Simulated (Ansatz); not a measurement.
Two isomers of C3H3NS: A = `N=C1C=CS1`, B = `c1cscn1`.

Program: Ansatz. Geometries: PBE0-D4/def2-TZVP. ΔE: electronic, gas phase. CCSD(T)/CBS adds triple-zeta CCSD(T) − MP2 to the extrapolated MP2 energy (def2 sets, frozen cores). DFT in def2-TZVPP. Each species was taken in one conformer, which may not be the lowest.

(1) Which is lower in electronic energy at CCSD(T)/CBS, and by how much? (Estimate.)

(2) Give E(B) − E(A) in kcal/mol with MP2/def2-TZVPP, CCSD/def2-TZVPP, HF/def2-TZVPP, B2PLYP, CCSD(T)/def2-SVP, ωB97M-V, PBE-D4. (Estimate.)

(3) Does the order hold for the free energy at 298.15 K (harmonic terms from PBE0-D4)? (Best estimate.)

Largest T1 diagnostic: 0.015.

Results:

(1) Ansatz gave: B, by 33.5 kcal/mol.

(2) Ansatz gave: MP2/def2-TZVPP -38.3, CCSD/def2-TZVPP -32.9, HF/def2-TZVPP -31.9, B2PLYP -34.8, CCSD(T)/def2-SVP -34.6, ωB97M-V -34.1, PBE-D4 -33.7. None reverses the order clearly.

(3) Computed: Yes: G(B) − G(A) = -32.1 kcal/mol, for one conformer each.

From PBE to PBE0 (25 % exact exchange), in def2-TZVPP and without D4, E(B) − E(A) moves by −1.6 kcal/mol. In def2-TZVPP, CCSD(T) changes the Hartree–Fock value by −1.6 kcal/mol (the triples alone add −0.7 kcal/mol) and MP2 by −6.3 kcal/mol.
